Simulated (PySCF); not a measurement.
C5H8O.
Numbering: `[CH3:1][O:2][C@@H:3]1[CH:4]=[CH:5][CH2:6]1` (hydrogens: H7, H8, H9 on C1; H10 on C3; H11 on C4; H12 on C5; H13, H14 on C6)

Method used: TDDFT PBE0/def2-SVPD, vertical, gas phase, core orbitals frozen in the response (PySCF). The structure is a single GFN2-xTB conformer in the gas phase; no vibrational or solvent corrections. Torsions of this conformer, `[CH3:1][O:2][C@@H:3]1[CH:4]=[CH:5][CH2:6]1`: C1–O2–C3–C4 178°.

Computed states:

```csv
state,E (eV),f
S1,6.14,0.0064
S2,7.03,0.022
S3,7.14,0.093
S4,7.26,0.014
S5,7.42,0.050
S6,7.60,0.018
```

Broadening: Gaussians 0.4 eV wide at half height, area fixed by f = 4.319×10⁻⁹ ∫ε dν̃. The width is an assumption, not a result. The curve ends short of the highest state used, and states not computed would add to its high-energy end.

Question: What does the envelope look like, and where are its maxima?

Answer: 
| λ (nm) | ε (L mol⁻¹ cm⁻¹) |
| --- | --- |
| 177.0 | 6520 |
| 178.1 | 5267 |
| 179.2 | 4043 |
| 180.3 | 2952 |
| 181.4 | 2053 |
| 182.5 | 1362 |
| 183.5 | 901 |
| 184.6 | 549 |
| 185.7 | 322 |
| 186.8 | 184 |
| 187.9 | 107 |
| 189.0 | 70 |
| 190.1 | 59 |
| 191.2 | 67 |
| 192.3 | 89 |
| 193.3 | 119 |
| 194.4 | 162 |
| 195.5 | 212 |
| 196.6 | 265 |
| 197.7 | 318 |
| 198.8 | 365 |
| 199.9 | 401 |
| 201.0 | 423 |
| 202.0 | 429 |
| 203.1 | 420 |
| 204.2 | 396 |
| 205.3 | 360 |
| 206.4 | 316 |
| 207.5 | 268 |
| 208.6 | 220 |
| 209.7 | 175 |
| 210.7 | 138 |
| 211.8 | 104 |
| 212.9 | 76 |
| 214.0 | 54 |
| 215.1 | 37 |
| 216.2 | 25 |
| 217.3 | 16 |
| 218.4 | 10 |
| 219.5 | 7 |
| 220.5 | 4 |
| 221.6 | 2 |
| 222.7 | 1 |
| 223.8 | 1 |

Maxima: 202 nm (6.14 eV), ε about 430, made up of S1 (100%) (ε in L mol⁻¹ cm⁻¹; maxima over ε = 5, shares over 10%). At its high-energy end, 7.00 eV, the curve is still rising (ε about 6400, from S2 and S3).

Question: Does any computed singlet lie in the visible range?

Answer: No computed singlet lies in the visible range (380 to 750 nm); the lowest, at 202 nm, stands 2.88 eV above its violet end (3.26 eV).

Question: What would ε be at 6.14 eV, the highest of these maxima, with half the width (0.2 eV)?

Answer: About 858 L mol⁻¹ cm⁻¹ against 429, a factor of about 2.00; a lone state at its own centre would give exactly 2.

Question: On this curve, what absorbance would a 10⁻³ mol/L sample give at 193 nm over a 1 cm path?

Answer: 193 nm is 6.424 eV, where ε is about 110 L mol⁻¹ cm⁻¹, so A = ε c l ≈ 0.11 (Beer–Lambert, with the gas-phase spectrum and the assumed width).
